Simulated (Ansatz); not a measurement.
**SiO+ (quartet): wave-function methods side by side at distance Si1–O2 = 1.869 Å, 6-31G**

How much of the correlation energy of SiO+ (quartet) does each wave-function method recover here?

The runs use Ansatz 0.2.0, Gaussian basis; 6-31G, core rule «outside noble gas», up to 6 orbitals frozen.

Plan: UHF; CCSD(T) on ROHF; CCSD(T) on UHF; BCCD(T) on ROHF; CISD; CCSDT(Q) on ROHF; CCSDT(Q) on UHF; CISDTQ; CCSDTQ on ROHF; CCSDTQ on UHF; CASSCF and MRCISD+Q, 5 electrons in 5 orbitals; CASSCF and NEVPT2, 5 electrons in 5 orbitals; CASSCF and MRCISD+Q, 9 electrons in 8 orbitals; CASSCF and NEVPT2, 9 electrons in 8 orbitals; Full CI.

19 further runs of the same task are left out: 12 that didn't finish, 7 set aside as unsound or not needed.

### 1 What is computed

The geometry derives from a PBE0/def2-TZVP stationary point (not a proven minimum). One bond is set to the value named and the two fragments are kept rigid.

2 atoms, charge 1, spin multiplicity 4.

Atoms are counted from 1 here; the program's logs count them from 0.

Bond lengths: Si1–O2 1.869 Å.

As a file:

```xyz
2
OSi
Si    0.0000    0.0000    0.0000
O     0.0000    0.0000    1.8690
```

### 2 UHF

Contents of in.yaml:

```yaml
crystal:
  periodic: [false, false, false]
  atoms:
    - {symbol: Si, position_ang: [0.000000, 0.000000, 0.000000]}
    - {symbol: O, position_ang: [0.000000, 0.000000, 1.869000]}
basis:
  gaussian: {orbitals: 6-31G}
total_charge: 1
magnetization: {spin_polarized: true, initial_magnetization: 3}
hamiltonian: {xc: hf}
output: {orbitals: {seedname: orbitals}}
```

On the command line:

```sh
$ ansatz run in.yaml --threads 1 --pin off --events-out ev --progress --plain --max-ram 2393MiB
```

After this run come: CCSD(T) on ROHF; CCSD(T) on UHF; BCCD(T) on ROHF; CISD; CCSDT(Q) on ROHF; CCSDT(Q) on UHF; CISDTQ; CCSDTQ on ROHF; CCSDTQ on UHF; CASSCF and MRCISD+Q, 5 electrons in 5 orbitals; CASSCF and NEVPT2, 5 electrons in 5 orbitals; CASSCF and MRCISD+Q, 9 electrons in 8 orbitals; CASSCF and NEVPT2, 9 electrons in 8 orbitals; Full CI.

**Question.** What will the summary of the whole plan be? Wanted: FCI below the RHF energy; RMP2 from FCI; UMP2 from FCI; RCCSD from FCI; RCCSD(T) from FCI; UCCSD(T) from FCI; RCCSDT(Q) from FCI; UCCSDT(Q) from FCI; NEVPT2 valence from FCI.

As calculated:

| quantity | value |
| --- | --- |
| FCI below the RHF energy | -3.5168 eV |
| RMP2 from FCI | +1226.0 meV |
| UMP2 from FCI | +1063.0 meV |
| RCCSD from FCI | +305.2 meV |
| RCCSD(T) from FCI | +228.0 meV |
| UCCSD(T) from FCI | +221.6 meV |
| RCCSDT(Q) from FCI | -9.5 meV |
| UCCSDT(Q) from FCI | -11.1 meV |
| NEVPT2 valence from FCI | +439.6 meV |
| MRCISD+Q valence from FCI | +32.9 meV |
| levels within 1 kcal/mol (43 meV) | UCCSDT, CISDTQ, RCCSDT(Q), UCCSDT(Q), RCCSDTQ, UCCSDTQ, MRCISD+Q valence |
| T1 diagnostic | 0.079 |
| effectively unpaired electrons | 3.47 |

**Reading.** RCCSD(T) lands +228.0 meV from the yardstick (6.5 % of the correlation energy). RCCSDT(Q), UCCSDT(Q) fall below full CI: unrestricted runs freeze a spin-polarised core, another one than full CI's, and coupled cluster isn't variational. The occupations show some static correlation. Of the multireference levels listed MRCISD+Q valence comes nearest in total energy (+32.9 meV), which doesn't show that its space is the better one. Coupled cluster took another determinant than the lowest Hartree-Fock one. These misses are within one basis, not against nature; the frozen cores of restricted and unrestricted runs differ, which can shift their rows.
